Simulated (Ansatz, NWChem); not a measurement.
## NWChem → Ansatz

This NWChem 7.3.0 job computes triplet C2H3F3:

test.nw:
```
start test
memory stack 880 mb heap 220 mb global 1100 mb

geometry noautosym nocenter noautoz
   F     -1.142800    -0.681000     1.163100
   C     -0.188200     0.195100     0.711800
   C      0.172900    -0.152400    -0.711300
   F      0.824200    -1.335800    -0.756500
   F      1.011700     0.803600    -1.182200
   H      0.701700     0.118900     1.342500
   H     -0.588500     1.211500     0.747300
   H     -0.698800    -0.217000    -1.370500
end

basis spherical bse
   * library def2-SVP
end

dft
   xc hfexch 0.53 becke88 0.47 lyp 0.73 mp2 0.27
   dftmp2 semidirect
   mult 3
   grid xfine
   convergence energy 1e-08
   maxiter 100
   mulliken
   noprint "final vectors analysis"
end

mp2
   freeze core 5
end

task dft energy
```

```bash
$ nwchem test.nw > test.out
```

The coordinates come from a PBE0-D4/def2-TZVP relaxation. This is one conformer, not always the lowest. That shape belongs to the parent species and isn't relaxed for this state.

It gives a total energy of -376.585269 Eh.

Task: How is this level of theory, on these atoms, set up in Ansatz 0.2.0 as an input file of the program's own?

Result: One way, which was run:

input.yaml:
```yaml
crystal:
  periodic: [false, false, false]
  atoms:
    - symbol: F
      position_ang: [-1.142800, -0.681000, 1.163100]
    - symbol: C
      position_ang: [-0.188200, 0.195100, 0.711800]
    - symbol: C
      position_ang: [0.172900, -0.152400, -0.711300]
    - symbol: F
      position_ang: [0.824200, -1.335800, -0.756500]
    - symbol: F
      position_ang: [1.011700, 0.803600, -1.182200]
    - symbol: H
      position_ang: [0.701700, 0.118900, 1.342500]
    - symbol: H
      position_ang: [-0.588500, 1.211500, 0.747300]
    - symbol: H
      position_ang: [-0.698800, -0.217000, -1.370500]
basis:
  gaussian: {orbitals: def2-SVP}
magnetization: {spin_polarized: true, initial_magnetization: 2}
hamiltonian: {xc: {name: B2PLYP}}
correlation: {frozen_orbitals: {C: 1, F: 1, H: 0}}
accuracy: high
output: {orbitals: {seedname: orbitals}}
```

```bash
$ ansatz run input.yaml --threads 1 --pin off --max-ram 3480MiB --events-out events.jsonl --progress --plain --runs-dir runs
```

Its energy is -376.585269 Eh, the same as the first but for the last digit, at most.
